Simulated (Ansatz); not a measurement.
Input file:

```yaml
crystal:
  periodic: [false, false, false]
  atoms:
    - {symbol: Al, position_ang: [0.000000, 0.000000, -0.102095]}
    - {symbol: H, position_ang: [0.000000, 0.899579, 1.366496]}
    - {symbol: H, position_ang: [0.000000, -0.899579, 1.366496]}
basis:
  gaussian: {orbitals: STO-3G}
magnetization: {spin_polarized: false, initial_magnetization: 1}
correlation: {method: fic_mrcisd_q, electrons: outside_noble_gas, active_space: {window: {electrons: 3, orbitals: 3}, places: [1, 2]}}
```

```sh
$ ansatz run in.yaml --threads 1 --pin off --events-out ev --progress --plain --max-ram 2393MiB
```

**Question.** One thing in this input was set wrong on purpose, beside settings that are merely unusual. What is the gravest fault, and what does the program do?

**Answer.** Two definitions of the active space. How the run ends: refused.
```
Error: invalid value for `correlation.active_space`: name one of window, places and ras
```
